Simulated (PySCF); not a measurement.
# Carbon: a sound run and one with changed settings

Sound run: C [He] 2s2 2p2, C⁺ [He] 2s2 2p1. All numbers are calculated (PySCF 2.14, the non-relativistic Hamiltonian (point nucleus), in aug-cc-pVDZ). In the sound run the correlated levels freeze 1s2. The sound run starts from symmetry-adapted Hartree-Fock orbitals and uses a fine grid where one is needed.

A second run was set up differently.

```
species   method  sound run (hartree)  changed run (hartree)  converged
      C      UHF            -37.68776              -37.19839        yes
      C    M06-L            -37.84291              -37.33238        yes
      C     PBE0            -37.80077              -37.30346        yes
      C      MP2            -37.74146              -37.20823        yes
      C  CCSD(T)            -37.76487              -37.21862        yes
     C⁺      UHF            -37.29025              -36.87037        yes
     C⁺    M06-L            -37.42024              -36.98167        yes
     C⁺     PBE0            -37.37677              -36.95048        yes
     C⁺      MP2            -37.33191              -36.89090        yes
     C⁺  CCSD(T)            -37.35820              -36.91145        yes
```

Ionisation energy of C:

```tsv
method	sound run (eV)	changed run (eV)
UHF	10.817	8.926
M06-L	11.501	9.543
PBE0	11.538	9.605
MP2	11.145	8.635
SCS-MP2	11.036	8.577
CCSD	11.050	8.359
CCSD(T)	11.066	8.359
```

Problem. What was changed?
A. level shift left on
B. basis contracted for another Hamiltonian
C. a valence shell is frozen
D. minimal basis

Solution. D. It used basis STO-3G. A minimal basis cannot let orbitals breathe on ionisation and holds almost no correlation.
